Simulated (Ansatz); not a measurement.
`C/C=C/CCC`, charge 0, multiplicity 1.

**Question.** Give a relaxed structure at PBE0-D4/def2-TZVP (Ansatz 0.2.0). (Estimate.)

**Answer.** Ansatz gave: 
Z-matrix (Å, degrees):
```
C
C 1 1.490
H 1 1.095 2 111.2
H 1 1.092 2 111.4 3 120.7
H 1 1.095 2 111.2 3 -118.6
C 2 1.327 1 125.2 3 -120.2
H 2 1.090 1 116.5 3 59.6
C 6 1.492 2 125.4 1 -179.7
H 6 1.091 2 118.5 1 -0.5
C 8 1.529 6 113.1 2 118.6
H 8 1.097 6 109.2 2 -120.4
H 8 1.096 6 109.5 2 -3.9
C 10 1.518 8 113.2 6 -65.0
H 10 1.096 8 109.0 6 57.4
H 10 1.095 8 108.8 6 172.7
H 13 1.092 10 111.2 8 59.3
H 13 1.092 10 111.4 8 179.8
H 13 1.094 10 110.9 8 -60.2
```
This is one stationary point; other conformers may exist.
